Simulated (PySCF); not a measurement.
**Worked example: correlation energy of CH4, singlet**

Geometry: MP2(full)/6-31G*, from the G2/97 set.

| atom | x (Å) | y (Å) | z (Å) |
| --- | --- | --- | --- |
| C | 0.0000 | 0.0000 | 0.0000 |
| H | 0.6291 | 0.6291 | 0.6291 |
| H | -0.6291 | -0.6291 | 0.6291 |
| H | 0.6291 | -0.6291 | -0.6291 |
| H | -0.6291 | 0.6291 | -0.6291 |

Basis cc-pVTZ; PySCF 2.14.0. Correlated methods freeze the noble-gas cores, which leaves 8 electrons in 85 orbitals. Prefix R: restricted or restricted open-shell reference.

Full CI isn't at hand for all of this; RCCSDT(Q) serves as the reference, and is uncertain by about the last step of the cluster series.

```tsv
level	total energy (hartree)
RHF	-40.213315
RMP2	-40.411619
RCCSD	-40.431812
RCCSD(T)	-40.438098
RCCSDT	-40.438490
RCCSDT(Q)	-40.438640
```

Q: What is the correlation energy at RCCSDT(Q), and what share of it do RMP2 and RCCSDT recover?

A: E(corr) = -40.438640 − (-40.213315) = -0.225325 hartree = -6.131 eV. RMP2: -0.198304 / -0.225325 = 88.01 %. RCCSDT: -0.225175 / -0.225325 = 99.93 %.

Q: By how many kcal/mol does RCCSD(T) miss RCCSDT(Q) (1 hartree = 627.509 kcal/mol), and which steps make up the rest?

A: -40.438098 − (-40.438640) = 0.000542 hartree = 0.34 kcal/mol. Steps: RCCSDT − RCCSD(T) = -0.25, RCCSDT(Q) − RCCSDT = -0.09 kcal/mol. That is within 1 kcal/mol of the reference in this basis, which itself misses far more of the correlation at the basis-set limit.
